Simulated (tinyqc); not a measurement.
Pariser-Parr-Pople SCF with singles CI, for the molecule NC1=CC(N)=C1 (SMILES; centres numbered as the heavy atoms are written), step by step. One step of it, computed by the program tinyqc.

Question. Iteration 3: orbitals and new P. Diagonalise F (the basis is taken as orthonormal) and form P = 2 sum c c over the lowest orbitals.

F (eV):
```
           1N         2C         3C         4C         5N         6C
1N  -9.606454  -4.784159   0.422371   0.543168  -0.300726   0.422371
2C  -4.784159  -3.889900  -4.160504  -0.723093   0.543168  -4.160504
3C   0.422371  -4.160504  -5.983641  -4.160504   0.422371   1.340542
4C   0.543168  -0.723093  -4.160504  -3.889900  -4.784159  -4.160504
5N  -0.300726   0.543168   0.422371  -4.784159  -9.606454   0.422371
6C   0.422371  -4.160504   1.340542  -4.160504   0.422371  -5.983641
```

pi electrons, sum of z_r less the charge = 8

Give: orbital energies; P after iteration 3.

Answer.

orbital energies (eV): -14.4508  -12.3846  -9.3182  -7.3242  -0.0879  4.6057

P after iteration 3:
```
         1N       2C       3C       4C       5N       6C
1N   1.6892   0.6075  -0.1623  -0.2589   0.1900  -0.1623
2C   0.6075   0.7472   0.4686   0.2464  -0.2589   0.4686
3C  -0.1623   0.4686   1.5636   0.4686  -0.1623  -0.4364
4C  -0.2589   0.2464   0.4686   0.7472   0.6075   0.4686
5N   0.1900  -0.2589  -0.1623   0.6075   1.6892  -0.1623
6C  -0.1623   0.4686  -0.4364   0.4686  -0.1623   1.5636
```
